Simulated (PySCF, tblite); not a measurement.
Dissociation curve of SMILES C=CC. The C1–H9 bond (C1 also carries C, H, H; H9 carries nothing else) is stretched with both fragments frozen at the PBE0/def2-TZVP optimised geometry. Each curve is given relative to its own lowest point near equilibrium.

```json
[
 {"R / Å": "0.88", "A": "108.2", "B": "123.9", "C": "119.3", "D": "119.3"},
 {"R / Å": "0.94", "A": "47.0", "B": "57.4", "C": "53.7", "D": "53.7"},
 {"R / Å": "0.98", "A": "22.7", "B": "29.6", "C": "26.7", "D": "26.7"},
 {"R / Å": "1.02", "A": "8.2", "B": "12.0", "C": "10.1", "D": "10.1"},
 {"R / Å": "1.06", "A": "1.2", "B": "2.7", "C": "1.8", "D": "1.8"},
 {"R / Å": "1.09", "A": "0.0", "B": "0.0", "C": "0.0", "D": "0.0"},
 {"R / Å": "1.13", "A": "2.5", "B": "1.2", "C": "2.5", "D": "2.5"},
 {"R / Å": "1.16", "A": "7.0", "B": "5.0", "C": "7.3", "D": "7.3"},
 {"R / Å": "1.20", "A": "15.6", "B": "13.2", "C": "17.0", "D": "17.0"},
 {"R / Å": "1.27", "A": "36.0", "B": "34.1", "C": "40.6", "D": "40.6"},
 {"R / Å": "1.36", "A": "68.6", "B": "68.9", "C": "79.2", "D": "79.2"},
 {"R / Å": "1.47", "A": "112.6", "B": "117.5", "C": "132.8", "D": "132.8"},
 {"R / Å": "1.63", "A": "179.8", "B": "191.2", "C": "214.3", "D": "214.3"},
 {"R / Å": "1.78", "A": "240.5", "B": "257.7", "C": "288.4", "D": "278.4"},
 {"R / Å": "1.94", "A": "299.7", "B": "322.7", "C": "362.0", "D": "318.8"},
 {"R / Å": "2.16", "A": "369.7", "B": "392.6", "C": "452.3", "D": "348.1"},
 {"R / Å": "2.42", "A": "434.7", "B": "434.4", "C": "543.1", "D": "363.5"},
 {"R / Å": "2.70", "A": "485.4", "B": "454.8", "C": "624.2", "D": "370.3"},
 {"R / Å": "2.92", "A": "513.3", "B": "462.5", "C": "677.8", "D": "372.6"},
 {"R / Å": "3.29", "A": "542.6", "B": "468.2", "C": "752.1", "D": "374.2"},
 {"R / Å": "3.78", "A": "558.5", "B": "470.7", "C": "826.5", "D": "374.8"}
]
```

Energies in kJ/mol.

Task: Which curve belongs to which method? The methods are tblite with GFN2-xTB, 300 K electronic temperature; RHF/cc-pVDZ (PySCF); UHF/cc-pVDZ (PySCF); unrestricted PBE0/cc-pVDZ in PySCF 2.14.0.

Result: A is GFN2-xTB; B is UKS-PBE0; C is RHF; D is UHF.

The restricted form behind RHF keeps the bonding electrons paired and can't separate into open-shell fragments. The unrestricted determinant behind UHF is spin-contaminated at 1.78 to 3.78 Å (<S²> up to 1.0, against 0.00 for a pure singlet). The unrestricted determinant behind UKS-PBE0 is spin-contaminated at 2.16 to 3.78 Å (<S²> up to 1.0, against 0.00 for a pure singlet).
